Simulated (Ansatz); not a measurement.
## Where PBE misses the phonon frequency: 22 values for a set of cubic elemental solids other than molecular ones

PBE (Ansatz, a first-principles code) was set against 22 reference values (fcc Au (L L), fcc Au (L T), fcc Au (X L), fcc Au (X T), diamond (L LA), diamond (L LO), diamond (L TA), diamond (L TO), diamond (X TA), fcc Cu (L L), fcc Cu (L T), fcc Cu (X L), fcc Cu (X T), fcc Pd (L L), fcc Pd (L T), fcc Pd (X L), fcc Pd (X T), diamond-structure Si (L LA), diamond-structure Si (L LO), diamond-structure Si (L TA), diamond-structure Si (L TO), diamond-structure Si (X TA)), measured values at room or unstated temperature, uncorrected unless marked, so that the deviations hold thermal and zero-point effects besides the level's error. Its mean deviation is -4.8 % and its mean absolute deviation 5.0 % (median 2.6 %); 13 of 22 lie within 5 %, and the value is too low in 20 of 22 cases.

All rows, largest deviation first (by %; values in cm⁻¹; a dash: no usable value at that level):

```csv
solid,reference,PBE,PBE deviation (%),r²SCAN,PBEsol,LDA
fcc Au (X T),92,77,-16.5,78,86,89
fcc Au (L T),62,53,-14.2,55,59,61
fcc Au (X L),154,134,-13.1,138,149,156
fcc Au (L L),157,137,-12.5,142,153,159
fcc Pd (L L),234,215,-8.2,224,234,244
fcc Pd (X L),224,208,-7.3,216,227,236
fcc Pd (L T),111,104,-6.6,107,113,117
fcc Pd (X T),155,146,-5.6,150,160,165
diamond-structure Si (L LO),420,399,-5.0,414,–,412
diamond (X TA),807,781,-3.3,802,–,789
diamond-structure Si (L TO),490,477,-2.8,492,–,489
diamond-structure Si (L TA),114,111,-2.4,118,–,105
diamond-structure Si (X TA),150,146,-2.4,157,–,136
diamond-structure Si (L LA),378,370,-2.1,384,–,372
fcc Cu (L L),247,242,-1.9,258,263,274
diamond (L TO),1206,1193,-1.0,1221,–,1231
diamond (L LA),1029,1039,+1.0,1059,–,1077
fcc Cu (X L),240,238,-0.8,254,258,269
fcc Cu (L T),114,113,-0.7,119,121,124
diamond (L TA),550 (547–564),546,-0.7,561,–,551
fcc Cu (X T),169,168,-0.6,179,181,186
diamond (L LO),1241,1246,+0.4,1284,–,1266
```

Spin–orbit coupling is left out, also for the solids with elements from indium on (fcc Au); its size isn't shown.

Brackets give the range of the sources taken for a reference, where it is wide; it can hold other temperatures.

Differences are worked out from unrounded values.

Programs: Ansatz.

Ansatz's runs of these crystals have no spin polarisation. Meta-GGAs and exact exchange favour moments, which can bear on fcc Pd.

Each level is taken at its own relaxed cell. Ansatz's density-functional and Hartree–Fock values are scalar-relativistic unless marked +SOC, with PAW data made under PBE.

Not in this set, of the elemental solids other than molecular ones with a reference value in our tables and a result at some level: 8 for a run that failed a test (PBE); 5 for a doubt noted on the run at PBE; 4 for a reference of another kind, counted apart. These can be a level's best or worst cases. Solids without a released value at any level aren't counted. Layered and molecular crystals are counted apart. The metals Ce to Yb are counted apart.

References as tabulated in Savrasov and Savrasov (1996), arXiv:cond-mat/9604124; Yang et al. (2021), arXiv:2106.07201; Greeff and Graf (2004), arXiv:cond-mat/0311614; Giannozzi et al., Phys. Rev. B (1991) and others.
